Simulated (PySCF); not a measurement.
A computed geometry (GFN2-xTB, dihedral held):
```
F 
C   1  1.3725
C   2  1.4654  1  111.55
N   3  1.2544  2  144.39  1  -141.10
C   3  1.4541  2  147.47  1    60.00
H   2  1.0966  1  107.20  3  -121.86
H   2  1.0989  1  107.28  3   119.35
H   5  1.0810  3  119.96  4   102.16
H   5  1.0821  3  120.17  4  -101.42
```
Z-matrix in Å and degrees, rows numbered from 1.

Charge 0, singlet.

Task: Read off the bonds between heavy atoms and their formal orders.

Result: F1–C2 (single); C2–C3 (single); C3–N4 (double); N4–C5 (single); C3–C5 (single). Hydrogens: H6, H7 on C2; H8, H9 on C5.

Task: Write the SMILES.

Result: `FCC1=NC1`, C3H4FN. Among its features: C–F bond and three-membered ring with nitrogen.

Task: What is the point group of this geometry?

Result: C1 (no symmetry element, even within 0.4 Å).

Task: Which rings does it hold (smallest set)?

Result: C3–N4–C5 (3 members).

Task: Classify the heavy atoms.

Result: F1: alkyl fluorine; C2: sp3 C–F carbon; C3: C=N carbon; N4: C=N nitrogen; C5: sp3 carbon bound to nitrogen.

Task: What is the arrangement about C5?

Result: It has 4 neighbours (N4, C3, H8, H9) and has angles from 50.2° to 120.2°.

Task: What is the arrangement about C2?

Result: It has 4 neighbours (F1, C3, H6, H7) and is tetrahedral (angles from 107.2° to 111.6°).

The geometry is a constrained GFN2-xTB structure with the dihedral F1–C2–C3–C5 held at 60°, isolated molecule; it need not be a minimum.
